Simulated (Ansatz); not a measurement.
**BH3 (borane) at 6 levels**

Aim: a comparison of 6 runs (HF/3-21G, HF/def2-SVP, HF/6-311+G**, wB97X/STO-3G, B3LYP/6-31G*, r2SCAN/6-31+G*) of BH3 (borane). 

The calculation is run with Ansatz 0.2.0.

11 further runs of the same task are left out: 4 for a known fault of the program, 2 that didn't finish, 5 set aside as unsound or not needed.

## 1. The molecule

BH3 has 4 atoms, charge 0, and is taken as a singlet. SMILES: `B`. The coordinates come from a PBE0-D4/def2-TZVP relaxation.

Bond lengths: B1–H2 1.193 Å, B1–H3 1.193 Å, B1–H4 1.193 Å. Angles: H2–B1–H3 120.0°, H2–B1–H4 120.0°, H3–B1–H4 120.0°.

## 2. Energy and gradient at HF/3-21G (run 1)

The input, in.yaml:

```yaml
crystal:
  periodic: [false, false, false]
  atoms:
    - {symbol: B, position_ang: [0.013900, -0.015100, -0.005100]}
    - {symbol: H, position_ang: [0.982200, 0.381700, 0.568800]}
    - {symbol: H, position_ang: [-0.276200, -1.171800, 0.043000]}
    - {symbol: H, position_ang: [-0.664400, 0.744900, -0.626900]}
basis:
  gaussian: {orbitals: 3-21G.json}
total_charge: 0
hamiltonian: {xc: hf}
accuracy: high
output: {forces: true, orbitals: {seedname: orbitals}}
```

The basis set 3-21G is read from a file made from the Basis Set Exchange's data (not shown).

Launch:

```sh
$ ansatz run in.yaml --threads 1 --pin off --max-ram 2610MiB --events-out events.jsonl --progress --plain --runs-dir runs
```

The log of the run:

```text
Warning: RAYON_NUM_THREADS=1 ignored (pool sized by the plan → 1); use --threads N
Functional definition: HF
  name "HF"
  exchange = exact_x
  correlation = 0
294 factors; integrals over basis functions are off by at most 3.4e-9 eV
mean field evaluation 1: about -713.6494 eV, gradient 8.5e0 eV
mean field evaluation 2: about -713.6347 eV, gradient 8.4e0 eV
mean field evaluation 4: about -713.9521 eV, gradient 1.9e-1 eV
mean field evaluation 8: about -713.9520 eV, gradient 7.9e-5 eV
mean field -713.95201720 eV, -26.2372526980 hartree, gradient 2.6e-8 eV, S^2 0.000000; 0 other end points of the search recorded, 0 dependent functions left out
the calculation of the forces begins
reference -713.95201720 eV, -26.2372526980 hartree; 4, 4 occupied and 11, 11 virtual orbitals, 294 factors
Total energy: -713.95201720 eV, -26.2372526980 hartree
Atom 0 at     0.013900    -0.015100    -0.005100 Å, force    -0.000032    -0.000112     0.001255 eV/Å
Atom 1 at     0.982200     0.381700     0.568800 Å, force    -0.123680    -0.051148    -0.073611 eV/Å
Atom 2 at    -0.276200    -1.171800     0.043000 Å, force     0.037421     0.148160    -0.006388 eV/Å
Atom 3 at    -0.664400     0.744900    -0.626900 Å, force     0.086291    -0.096901     0.078744 eV/Å
Dipole moment:     0.000019    -0.000010    -0.000042 e Å
```

Wall time 0.08 s (1 thread of Arm Neoverse V1, shared host).

## 3. Energy and forces at HF/def2-SVP (run 2)

The input, run.yaml:

```yaml
basis:
  gaussian:
    orbitals: def2-SVP
crystal:
  periodic: [false, false, false]
  atoms:
    - {symbol: B, position_ang: [0.013900, -0.015100, -0.005100]}
    - {symbol: H, position_ang: [0.982200, 0.381700, 0.568800]}
    - {symbol: H, position_ang: [-0.276200, -1.171800, 0.043000]}
    - {symbol: H, position_ang: [-0.664400, 0.744900, -0.626900]}
total_charge: 0
hamiltonian:
  xc: hf
accuracy: high
output: {forces: true, orbitals: {seedname: orbitals}}
```

Launch:

```sh
$ ansatz run run.yaml --threads 1 --pin off --max-ram 2610MiB --events-out events.jsonl --progress --plain --runs-dir runs
```

The log of the run (excerpt; [...] marks lines left out):

```text
Warning: RAYON_NUM_THREADS=1 ignored (pool sized by the plan → 1); use --threads N
[... 2 set-up lines as earlier in the session ...]
[...]
617 factors; integrals over basis functions are off by at most 2.7e-9 eV
[...]
mean field -717.57635244 eV, -26.3704445616 hartree, gradient 3.0e-8 eV, S^2 0.000000; 0 other end points of the search recorded, 0 dependent functions left out
[...]
reference -717.57635244 eV, -26.3704445616 hartree; 4, 4 occupied and 25, 25 virtual orbitals, 617 factors
Total energy: -717.57635244 eV, -26.3704445616 hartree
Atom 0 at     0.013900    -0.015100    -0.005100 Å, force     0.000008    -0.000151     0.001250 eV/Å
Atom 1 at     0.982200     0.381700     0.568800 Å, force     0.092366     0.037389     0.054429 eV/Å
Atom 2 at    -0.276200    -1.171800     0.043000 Å, force    -0.027308    -0.109930     0.004336 eV/Å
Atom 3 at    -0.664400     0.744900    -0.626900 Å, force    -0.065067     0.072692    -0.060015 eV/Å
Dipole moment:     0.000017    -0.000009    -0.000041 e Å
```

Run time: 0.76 s. Hardware: 1 thread of Arm Neoverse V1, shared host.

Run 3 isn't shown in full; the table further down has it.

## 4. Energy and forces at wB97X/STO-3G (run 4)

in.yaml: that of step 2 with these lines changed.

```diff
@@ -8,5 +8,4 @@
 basis:
-  gaussian: {orbitals: 3-21G.json}
-total_charge: 0
-hamiltonian: {xc: hf}
+  gaussian: {orbitals: STO-3G}
+hamiltonian: {xc: {name: wB97X}}
 accuracy: high
```

Launch:

```sh
$ ansatz run in.yaml --threads 1 --pin off --max-ram 2610MiB --events-out events.jsonl --progress --plain --runs-dir runs
```

The log of the run (excerpt; [...] marks lines left out):

```text
Warning: RAYON_NUM_THREADS=1 ignored (pool sized by the plan → 1); use --threads N
Functional definition: wB97X
  name "wB97X"
[...]
      + exact_x_lr(omega)
[...]
      + integral(e_c_pw_opposite_spin*poly(b97_u_opposite, 1, cos1, cos2, cos3, cos4))
108 factors; integrals over basis functions are off by at most 5.1e-9 eV
87 factors; integrals over basis functions are off by at most 9.4e-10 eV
[...]
mean field -715.07492395 eV, -26.2785187601 hartree, gradient 2.6e-8 eV, S^2 0.000000; 0 other end points of the search recorded, 0 dependent functions left out
[...]
reference -715.07492258 eV, -26.2785187096 hartree; 4, 4 occupied and 4, 4 virtual orbitals, 108 factors
Total energy: -715.07492258 eV, -26.2785187096 hartree
Atom 0 at     0.013900    -0.015100    -0.005100 Å, force     0.000024    -0.000126     0.001446 eV/Å
Atom 1 at     0.982200     0.381700     0.568800 Å, force    -0.513277    -0.210823    -0.304526 eV/Å
Atom 2 at    -0.276200    -1.171800     0.043000 Å, force     0.154145     0.613554    -0.025750 eV/Å
Atom 3 at    -0.664400     0.744900    -0.626900 Å, force     0.359108    -0.402605     0.328831 eV/Å
Dipole moment:     0.000022    -0.000015    -0.000036 e Å
```

Wall time 2 s (1 thread of Arm Neoverse V1, shared host).

Run 5 isn't shown in full; the table further down has it.

## 5. Energy and forces at r2SCAN/6-31+G(d) (spherical functions) (run 6)

in.yaml: that of step 4 with these lines changed.

```diff
@@ -8,4 +8,6 @@
 basis:
-  gaussian: {orbitals: STO-3G}
-hamiltonian: {xc: {name: wB97X}}
+  gaussian:
+    orbitals: 6-31+G_st_-spherical.json
+hamiltonian:
+  xc: {name: r2SCAN}
 accuracy: high
```

The basis set 6-31+G* is read from a file made from the Basis Set Exchange's data (not shown).

Launch:

```sh
$ ansatz run in.yaml --threads 1 --pin off --max-ram 2610MiB --events-out events.jsonl --progress --plain --runs-dir runs
```

The log of the run (excerpt; [...] marks lines left out):

```text
Warning: RAYON_NUM_THREADS=1 ignored (pool sized by the plan → 1); use --threads N
Functional definition: r2SCAN
  name "r2SCAN"
[...]
488 factors; integrals over basis functions are off by at most 2.2e-9 eV
[...]
mean field -723.15605444 eV, -26.5754948280 hartree, gradient 2.2e-8 eV, S^2 0.000000; 0 other end points of the search recorded, 0 dependent functions left out
[...]
reference -723.15605619 eV, -26.5754948921 hartree; 4, 4 occupied and 20, 20 virtual orbitals, 488 factors
Total energy: -723.15605619 eV, -26.5754948921 hartree
Atom 0 at     0.013900    -0.015100    -0.005100 Å, force     0.000026    -0.000177     0.001154 eV/Å
Atom 1 at     0.982200     0.381700     0.568800 Å, force     0.054429     0.021894     0.031974 eV/Å
Atom 2 at    -0.276200    -1.171800     0.043000 Å, force    -0.015977    -0.064649     0.002478 eV/Å
Atom 3 at    -0.664400     0.744900    -0.626900 Å, force    -0.038478     0.042932    -0.035606 eV/Å
Dipole moment:     0.000014    -0.000005    -0.000035 e Å
```

It took 1.7 s on 1 thread of Arm Neoverse V1, shared host.

## 6. Overview of the runs

| run | level | Cartesian functions | energy (Eh) | dipole moment (D) | HOMO energy (eV) | LUMO energy (eV) | wall time |
| --- | --- | --- | --- | --- | --- | --- | --- |
| 1 | HF/3-21G | no | -26.237253 | 0.00 | -13.57 | 2.09 | 0.08 s |
| 2 | HF/def2-SVP | no | -26.370445 | 0.00 | -13.55 | 1.86 | 0.76 s |
| 3 | HF/6-311+G** | no | -26.397010 | 0.00 | -13.54 | 1.01 | 0.34 s |
| 4 | wB97X/STO-3G | no | -26.278519 | 0.00 | -11.41 | 3.93 | 2 s |
| 5 | B3LYP/6-31G* (Cartesian functions) | yes | -26.613000 | 0.00 | -9.56 | -1.78 | 0.72 s |
| 6 | r2SCAN/6-31+G* (spherical functions) | no | -26.575495 | 0.00 | -8.82 | -2.44 | 1.7 s |

## 7. What came out

| quantity | value |
| --- | --- |
| run 6: total energy | -26.57549 Eh |
| run 6: dipole moment | 0.00 D |
| run 6: HOMO energy | -8.82 eV |
| run 6: LUMO energy | -2.44 eV |
| run 6: HOMO–LUMO gap | 6.37 eV |
| run 6: largest force on an atom | 0.068 eV/Å |

What this shows: The HOMO–LUMO gap runs from 6.37 eV (r2SCAN/6-31+G*) to 15.66 eV (HF/3-21G). The two ends differ in method and basis. Totals of different functionals can't be ranked against each other. In run 4 the basis is minimal, so the values are rough. All runs together took 5.6 s, the longest 2 s.
